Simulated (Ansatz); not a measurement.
Results of G0W0@HSE06 in Ansatz (plane waves, hard PAW, contour deformation) for diamond.

The cell has the measured lattice parameters. Conventional cell: a = 3.5670 Å, b = 3.5670 Å, c = 3.5670 Å, α = 90.00°, β = 90.00°, γ = 90.00°.

The quasiparticle gap at Γ at a fixed k mesh 4×4×4:

```csv
response cutoff,value (eV)
"200 eV, 134 empty bands",7.786
"250 eV, 187 empty bands",7.821
"300 eV, 246 empty bands",7.839
"400 eV, 379 empty bands",7.855
```

Q: Taking the value to converge with the response cutoff E as E^(−3/2), extrapolate from the last two rows.

A: With y = y∞ + c/w and weights w = 5196 and 8000 for the last two rows, y∞ = (w2 y2 − w1 y1)/(w2 − w1) = (8000 × 7.855 − 5196 × 7.839)/2804 = 7.885 eV, which lies 0.030 beyond the last row. Successive pairs of rows give 7.909, 7.896, 7.885. The limit also hangs on the law assumed, so its last digits aren't firm.

The other settings are not extrapolated, so this is the limit in one setting alone.

The smallest gap on this mesh is 6.39 eV, away from Γ.

Note: GW on a hybrid start was not checked against another program.

Ansatz is a quantum-chemistry and plane-wave program.
